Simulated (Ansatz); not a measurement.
Basis-set extrapolation for C$_{3}$H$_{9}$NO (`CNCOC`) (PBE0-D4/def2-TZVP geometry, frozen core, Ansatz). Multiplicity 1, RHF reference.

```tsv
	def2-TZVPP	def2-QZVPP
HF	-248.228763	-248.240816
MP2 correlation	-0.978781	-1.046169
CCSD(T) correlation	-1.061424	not run
```

Energies in hartree. Use E(X) = E(∞) + A·exp(−7.88·√X) for Hartree–Fock and E(X) = E(∞) + B·X^(−2.97) for correlation, with X = 3 and 4, and add CCSD(T) minus MP2 of the smaller set to the MP2 limit.

Task: What is the CCSD(T) energy at the basis-set limit?

Result: HF limit: -248.240816 + (-0.012053) × 0.13774 = -248.24248. MP2 limit: -1.046169 + (-0.067388) × 0.74074 = -1.09609. Higher-order term: -1.061424 − (-0.978781) = -0.08264. Total: -249.42121 hartree, 344.0 kJ/mol below CCSD(T)/def2-TZVPP.
